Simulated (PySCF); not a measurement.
Method: r2SCAN in PySCF with S def2-TZVP, H def2-TZVP; no relativity; density-fitted integrals.

```xyz
5
charge 0 multiplicity 1, angstrom
S     0.0000    0.0000   -0.0311
H     0.0000    1.3711    0.2465
H     0.0000   -1.3711    0.2465
H     1.3711    0.0000    0.2465
H    -1.3711    0.0000    0.2465
```

SH4 (singlet), along the line from S1 (at 0) through H2 (at 1.399 Å).

Problem. Tabulate the fields along this line at -0.49, -0.42, -0.35, -0.28, -0.21, -0.14, -0.07, 0.07, 0.14, 0.21, 0.28, 0.35, 0.42, 0.49, 0.56, 0.63, 0.70, 0.77, 0.84, 0.91, 0.98, 1.05, 1.12, 1.19, 1.26, 1.33, 1.47, 1.54, 1.61, 1.68, 1.75, 1.82, 1.89, 1.96, 2.03, 2.10, 2.17, 2.24 Å.

Solution. 
```json
{"distance (Å)": "-0.49", "electron density (e/Å³)": "1.96", "electron localisation function": "0.0861", "electrostatic potential (V)": "80.2"}
{"distance (Å)": "-0.42", "electron density (e/Å³)": "3.5", "electron localisation function": "0.152", "electrostatic potential (V)": "110"}
{"distance (Å)": "-0.35", "electron density (e/Å³)": "8.45", "electron localisation function": "0.528", "electrostatic potential (V)": "156"}
{"distance (Å)": "-0.28", "electron density (e/Å³)": "22.7", "electron localisation function": "0.821", "electrostatic potential (V)": "235"}
{"distance (Å)": "-0.21", "electron density (e/Å³)": "57.8", "electron localisation function": "0.86", "electrostatic potential (V)": "393"}
{"distance (Å)": "-0.14", "electron density (e/Å³)": "123", "electron localisation function": "0.639", "electrostatic potential (V)": "787"}
{"distance (Å)": "-0.07", "electron density (e/Å³)": "398", "electron localisation function": "0.344", "electrostatic potential (V)": "2180"}
{"distance (Å)": "0.07", "electron density (e/Å³)": "398", "electron localisation function": "0.345", "electrostatic potential (V)": "2180"}
{"distance (Å)": "0.14", "electron density (e/Å³)": "122", "electron localisation function": "0.636", "electrostatic potential (V)": "787"}
{"distance (Å)": "0.21", "electron density (e/Å³)": "57.7", "electron localisation function": "0.859", "electrostatic potential (V)": "394"}
{"distance (Å)": "0.28", "electron density (e/Å³)": "22.6", "electron localisation function": "0.82", "electrostatic potential (V)": "235"}
{"distance (Å)": "0.35", "electron density (e/Å³)": "8.48", "electron localisation function": "0.529", "electrostatic potential (V)": "156"}
{"distance (Å)": "0.42", "electron density (e/Å³)": "3.53", "electron localisation function": "0.154", "electrostatic potential (V)": "110"}
{"distance (Å)": "0.49", "electron density (e/Å³)": "2.01", "electron localisation function": "0.0893", "electrostatic potential (V)": "80.4"}
{"distance (Å)": "0.56", "electron density (e/Å³)": "1.59", "electron localisation function": "0.187", "electrostatic potential (V)": "59.5"}
{"distance (Å)": "0.63", "electron density (e/Å³)": "1.47", "electron localisation function": "0.482", "electrostatic potential (V)": "44.4"}
{"distance (Å)": "0.70", "electron density (e/Å³)": "1.43", "electron localisation function": "0.77", "electrostatic potential (V)": "33.6"}
{"distance (Å)": "0.77", "electron density (e/Å³)": "1.4", "electron localisation function": "0.897", "electrostatic potential (V)": "26"}
{"distance (Å)": "0.84", "electron density (e/Å³)": "1.37", "electron localisation function": "0.945", "electrostatic potential (V)": "21"}
{"distance (Å)": "0.91", "electron density (e/Å³)": "1.37", "electron localisation function": "0.967", "electrostatic potential (V)": "18.4"}
{"distance (Å)": "0.98", "electron density (e/Å³)": "1.39", "electron localisation function": "0.979", "electrostatic potential (V)": "18.3"}
{"distance (Å)": "1.05", "electron density (e/Å³)": "1.46", "electron localisation function": "0.987", "electrostatic potential (V)": "21"}
{"distance (Å)": "1.12", "electron density (e/Å³)": "1.58", "electron localisation function": "0.993", "electrostatic potential (V)": "28"}
{"distance (Å)": "1.19", "electron density (e/Å³)": "1.78", "electron localisation function": "0.997", "electrostatic potential (V)": "42.6"}
{"distance (Å)": "1.26", "electron density (e/Å³)": "2.04", "electron localisation function": "0.999", "electrostatic potential (V)": "74.9"}
{"distance (Å)": "1.33", "electron density (e/Å³)": "2.45", "electron localisation function": "1", "electrostatic potential (V)": "177"}
{"distance (Å)": "1.47", "electron density (e/Å³)": "2.19", "electron localisation function": "1", "electrostatic potential (V)": "177"}
{"distance (Å)": "1.54", "electron density (e/Å³)": "1.58", "electron localisation function": "1", "electrostatic potential (V)": "74.6"}
{"distance (Å)": "1.61", "electron density (e/Å³)": "1.16", "electron localisation function": "0.999", "electrostatic potential (V)": "41.6"}
{"distance (Å)": "1.68", "electron density (e/Å³)": "0.841", "electron localisation function": "0.999", "electrostatic potential (V)": "25.9"}
{"distance (Å)": "1.75", "electron density (e/Å³)": "0.608", "electron localisation function": "0.998", "electrostatic potential (V)": "17.2"}
{"distance (Å)": "1.82", "electron density (e/Å³)": "0.443", "electron localisation function": "0.997", "electrostatic potential (V)": "11.8"}
{"distance (Å)": "1.89", "electron density (e/Å³)": "0.325", "electron localisation function": "0.996", "electrostatic potential (V)": "8.31"}
{"distance (Å)": "1.96", "electron density (e/Å³)": "0.239", "electron localisation function": "0.995", "electrostatic potential (V)": "5.96"}
{"distance (Å)": "2.03", "electron density (e/Å³)": "0.177", "electron localisation function": "0.994", "electrostatic potential (V)": "4.34"}
{"distance (Å)": "2.10", "electron density (e/Å³)": "0.131", "electron localisation function": "0.993", "electrostatic potential (V)": "3.19"}
{"distance (Å)": "2.17", "electron density (e/Å³)": "0.0984", "electron localisation function": "0.992", "electrostatic potential (V)": "2.38"}
{"distance (Å)": "2.24", "electron density (e/Å³)": "0.0744", "electron localisation function": "0.991", "electrostatic potential (V)": "1.8"}
```

On a grid of 0.07 Å the density has a local minimum along the bond near 0.84 Å from S, at 1.37 e/Å³, where the ELF is 0.94.
